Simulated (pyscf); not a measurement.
Elementary routes open to H₃C–CH₂–SiH₃ (SMILES CC[SiH3]) + HCl (SMILES Cl) in the gas phase (singlet surface):
A. H₃C–CH₂–SiH₂–Cl (SMILES CC[SiH2]Cl) + H₂ (SMILES [H][H]) (H–Si, Cl–H broken; Cl–Si, H–H formed)
B. H₃C–CH₃ (SMILES CC) + H₃Si–Cl (SMILES [SiH3]Cl) (C–Si, Cl–H broken; C–H, Cl–Si formed)

PySCF, gas phase, ωB97X-D3(BJ)/def2-SVP geometries.

Task: Rank the routes by free-energy barrier at 298 K, lowest first, for ωB97M-D3(BJ)/def2-TZVP energies (ideal gas, 1 atm, RRHO with modes under 100 cm⁻¹ raised to 100, one conformer, R ln 2 for chiral ones without a mode under 150 cm⁻¹).

Result: A (43.1 kcal/mol), B (48.3 kcal/mol)

Route A is the fastest of these, ahead of the next by 5.2 kcal/mol. The most stable products are those of B (ΔG = -22.3 kcal/mol), whose barrier is 5.2 kcal/mol higher: the kinetic and the thermodynamic product differ. At 1200 K A is still the fastest. Only these routes are compared; each barrier is that of the saddle found, and lower ones may exist. A restricted solution here is unstable towards spin polarisation, so biradical character is likely and single-reference numbers are less safe.
